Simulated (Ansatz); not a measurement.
# S2F2: vertical ionisation energy

The task here is to estimate one member of a computed series from the others.

Method: unrestricted cation, the program's frozen cores in correlated methods; program: Ansatz 0.2.0, Gaussian basis.

The runs, in order: UKS PBE-D4/def2-TZVPP; UKS r2SCAN-D4/def2-TZVPP; UKS PBE0-D4/def2-TZVPP; UKS B3LYP-D4/def2-TZVPP; UKS wB97X-V/def2-TZVPP; UKS wB97M-V/def2-TZVPP; UKS B2PLYP/def2-TZVPP; UHF-CCSD(T)/def2-TZVPP; UHF-MP2/def2-QZVPP; extrapolation to the limit; then −ε(HOMO) from the neutral's earlier runs with LDA (SPW92), PBE-D4, revPBE-D4, BLYP-D4, r2SCAN-D4, B97M-V, PBE0-D4, B3LYP-D4, r2SCANh-D4, r2SCAN0-D4, HSE06-D4, BHLYP-D4, CAM-B3LYP-D4, LC-ωPBE, ωB97X-V, ωB97M-V.

### The relaxed structure

The geometry comes from an earlier relaxation with PBE0-D4 in a triple-zeta def2 set; it is a stationary point.

SMILES `FSSF`, 4 atoms, charge 0, spin multiplicity 1.

Atoms are counted from 1 here; the program's logs count them from 0.

Bond lengths: F1–S2 1.631 Å, S2–S3 1.890 Å, S3–F4 1.631 Å. Angles: F1–S2–S3 108.6°, S2–S3–F4 108.6°.

Coordinates:

```xyz
4

F    -1.7841   -0.1987   -0.6211
S    -0.4674    0.7646   -0.6319
S     1.0447   -0.2769   -0.1852
F     1.2067   -0.2890    1.4382
```

The first run:

File in.yaml:

```yaml
crystal:
  periodic: [false, false, false]
  atoms:
    - {symbol: F, position_ang: [-1.784062, -0.198740, -0.621120]}
    - {symbol: S, position_ang: [-0.467414, 0.764627, -0.631879]}
    - {symbol: S, position_ang: [1.044718, -0.276866, -0.185188]}
    - {symbol: F, position_ang: [1.206747, -0.289009, 1.438186]}
basis:
  gaussian: {orbitals: def2-TZVPP}
total_charge: 1
magnetization: {spin_polarized: true, initial_magnetization: 1}
hamiltonian: {xc: pbe, dispersion: d4}
```

Run with:

```bash
> ansatz run in.yaml --threads 4 --pin off --events-out ev --progress --plain --max-ram 10444MiB
```

Steps of the session up to this table: Cation, UKS PBE-D4/def2-TZVPP; Cation, UKS r2SCAN-D4/def2-TZVPP; Cation, UKS PBE0-D4/def2-TZVPP; Cation, UKS B3LYP-D4/def2-TZVPP; Cation, UKS wB97X-V/def2-TZVPP; Cation, UKS wB97M-V/def2-TZVPP; Cation, UKS B2PLYP (frozen core)/def2-TZVPP; Cation, UHF-CCSD(T)/def2-TZVPP; Cation, UHF-MP2/def2-QZVPP.

One table of the session follows, with a row left open; its other results are not shown here.

Orbital estimates, from the neutral's runs:

| functional | −ε(HOMO) (eV) |
| --- | --- |
| LDA (SPW92) | 7.26 |
| PBE-D4 | 7.08 |
| revPBE-D4 | 7.01 |
| BLYP-D4 | 6.93 |
| r2SCAN-D4 | 7.39 |
| B97M-V | 7.47 |
| PBE0-D4 | 8.43 |
| B3LYP-D4 | 8.19 |
| r2SCANh-D4 | 7.89 |
| r2SCAN0-D4 | 8.63 |
| HSE06-D4 | ? |
| BHLYP-D4 | 9.66 |
| CAM-B3LYP-D4 | 9.78 |
| LC-ωPBE | 11.13 |
| ωB97X-V | 10.77 |
| ωB97M-V | 10.60 |

**Question.** Estimate the row for HSE06-D4.

As computed: −ε(HOMO) (eV): 8.03. In the column «−ε(HOMO) (eV)» it lies between r2SCANh-D4 (7.89) and B3LYP-D4 (8.19).
